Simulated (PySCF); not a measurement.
Compound: methoxymethyl fluoride, C2H5FO.
SMILES: `COCF`

Torsions of this conformer, `[CH3:1][O:2][CH2:3][F:4]`: C1–O2–C3–F4 68°.

The closed-shell ground state was solved at several levels (PySCF, density fitting, gas phase, non-relativistic). Geometry: PBE0-D3(BJ)/def2-SVP, one conformer, isolated molecule.

| level | basis functions | total energy (Eh) | HOMO (eV) | LUMO (eV) | gap (eV) | dipole (D) |
| --- | --- | --- | --- | --- | --- | --- |
| B3LYP/def2-SVPD | 126 | -254.1012 | -8.26 | 0.46 | 8.72 | 1.66 |
| mPW1PW91/pcSseg-2 | 214 | -254.3157 | -8.47 | 0.71 | 9.18 | 1.62 |
| B3LYP/pcJ-1 | 158 | -254.2804 | -8.08 | 1.33 | 9.41 | 1.65 |

Question: What might PBE0/pcSseg-1 (93 basis functions) give for the same quantities?

Answer: Total energy -253.9741 Eh, HOMO -8.33 eV, LUMO 1.66 eV, gap 9.99 eV, dipole 1.67 D.

Question: Over all these levels, which gives the widest orbital gap and which the narrowest?

Answer: PBE0/pcSseg-1 (global hybrid, 25 % exact exchange) has the widest, 9.99 eV, and B3LYP/def2-SVPD (global hybrid, 20 % exact exchange) the narrowest, 8.72 eV. Functional and basis both differ between the two, so the spread mixes both effects.

Question: How far do the dipole and the HOMO energy spread over the levels?

Answer: The dipole runs from 1.62 to 1.67 D (mean 1.65 D) and the HOMO from -8.47 to -8.08 eV.
